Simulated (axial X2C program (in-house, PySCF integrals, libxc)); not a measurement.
**Linear OPO⁺ at several levels**

An exercise on one series of results from a longer session: the logs are not shown, and one member is left open.

Program: an in-house X2C program for linear molecules on PySCF integrals. Level of theory: all-electron X2C, two-component (2c) or spin-free, O dyall-av3z, P dyall-v3z. These are calculated values, not measurements.

All values are calculated.

1 further run of the same task is left out (set aside as unsound or not needed).

Set-up of the first run:

task.json

```json
{"zs": [8, 15, 8], "q": 1, "bas": ["dyall-av3z", "dyall-v3z", "dyall-av3z"], "r0": [1.59, 1.59], "symm": 1, "scan": ["PBE0", "HF", "LDA"], "levels": ["PBE0", "HF", "BHandHLYP"], "nst": 2}
```

Keys: zs atomic numbers; q charge; bas basis sets; r0 starting distance in Å; symm equal bonds; scan levels of the two-bond scan (MP2 follows by itself at each HF point); levels methods; nst determinants followed.

Run with:

```console
> python solin.py task.json out
```

Masses O 15.995, P 30.974, O 15.995 u.

Among the steps run: Scan at PBE0, 2c; Scan at HF, 2c; Scan at LDA, 2c.

One table of the session follows, with a row left open; its other results are not shown here.

```
          level  r(O–P) (Å)  r(P–O) (Å)  lower stretch (cm⁻¹)  upper stretch (cm⁻¹)
       PBE0, 2c       1.438       1.438                1124.4                1601.7
         HF, 2c       1.400       1.400                1249.4                1722.9
        LDA, 2c       1.450       1.450                1082.4                1559.7
        MP2, 2c       1.462       1.462                1059.8                1597.6
PBE0, spin-free       1.438       1.438                1124.4                1601.9
  HF, spin-free       1.400       1.400                1249.4                1723.1
 LDA, spin-free       1.450       1.450                1082.4                1559.9
 MP2, spin-free           ?           ?                     ?                     ?
```

**Question.** Estimate the row for MP2, spin-free.

As computed: r(O–P) (Å): 1.462; r(P–O) (Å): 1.462; lower stretch (cm⁻¹): 1059.7; upper stretch (cm⁻¹): 1598.0.

Scans not shown above were run alike.

MP2 freezes inner shells (threshold -2 hartree). The molecule was held linear; bending was not examined, so a bent shape may lie lower.
